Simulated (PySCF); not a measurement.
Species: c-crotononitrile, C4H5N.
Geometry (GFN2-xTB, Å), atoms numbered from 1 in this order:
```
atom  x, y, z in Å
C1    -1.2017   -0.4026    0.2642
C2    -0.1871    0.6760    0.3879
C3     1.0493    0.6188   -0.1089
C4     1.5448   -0.4915   -0.8200
N5     1.9644   -1.3865   -1.4026
H6    -1.5153   -0.7313    1.2552
H7    -0.8082   -1.2532   -0.2869
H8    -2.0879   -0.0235   -0.2455
H9    -0.4991    1.5632    0.9240
H10    1.7496    1.4352    0.0100
```

IAO charges (e) from the PBE0/pcSseg-1 density (PySCF), one withheld:

```
atom    bonded to   charge
  C1  C2 H6 H7 H8  -0.4330
  C2     C1 C3 H9  -0.0722
  C3    C2 C4 H10  -0.2196
  C4        C3 N5  +0.1362
  N5           C4        ?
  H6           C1  +0.1646
  H7           C1  +0.1623
  H8           C1  +0.1646
  H9           C2  +0.1607
 H10           C3  +0.1826
```

(1) What is the charge on N5?

(2) Add each hydrogen's charge to the atom that carries it.

(3) Across which bond do the charges differ most?

(4) Take the bonds between elements whose Pauling electronegativities differ by more than 0.25. In how many does the more electronegative atom carry the lower charge?

(5) How much positive and how much negative charge does this set hold in all?

Answers

(1) The charges add up to the total charge, 0. The others sum to +0.2462, which leaves -0.2462 e for N5 (nitrile nitrogen); the computed value is -0.2461, the difference coming from rounding.

(2) C1 +0.0585, C2 +0.0885, C3 -0.0370. Atoms without hydrogen keep their charges.

(3) H6–C1: +0.1646 on H6 against -0.4330 on C1, a difference of 0.5976 e (C1–H8 and C1–H7 within 0.003 e of it). The lower charge is on the more electronegative element of the two (Pauling values: C 2.55, H 2.20).

(4) In 6 of 6.

(5) +0.9710 e on 6 atoms and -0.9709 e on 4.

The IAO scheme projects the occupied orbitals on a minimal set of polarised atomic orbitals and counts the electrons in each atom's part of it. Geometry: GFN2-xTB; no solvent, vibrations or thermal averaging.
